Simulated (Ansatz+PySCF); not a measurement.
Values are calculated unless marked as measured or tabulated.
## Ansatz (development build ahead of 0.2.0) run

```yaml
crystal:
  periodic: [false, false, false]
  atoms:
    - { symbol: B, position_ang: [0.0, 0.0, -0.87684] }
    - { symbol: F, position_ang: [0.0, 0.0, 0.48713] }
basis:
  gaussian: { orbitals: def2-SVP }
magnetization:
  spin_polarized: true
hamiltonian:
  xc: hf
correlation:
  method: ccsd_t
  frozen_orbitals: { B: 1, F: 1 }
scf:
  omitted_lower_state_checks: [starts, atomic_configurations, cluster_reference, orbital_swaps, given_window_search, neighbouring_geometries, increment]
```

The input is written out in the form of the current development build from the run's settings.

The run gave:

```json
{
  "Converged": "yes",
  "Reference energy": "-123.99271 hartree",
  "CCSD correlation energy": "-0.26615 hartree",
  "Triples correction": "-0.00617 hartree",
  "Total energy": "-124.26503 hartree",
  "Spin squared of the determinant": "0.000",
  "Stability test": "minimum",
  "Largest doubles amplitude": "0.12"
}
```
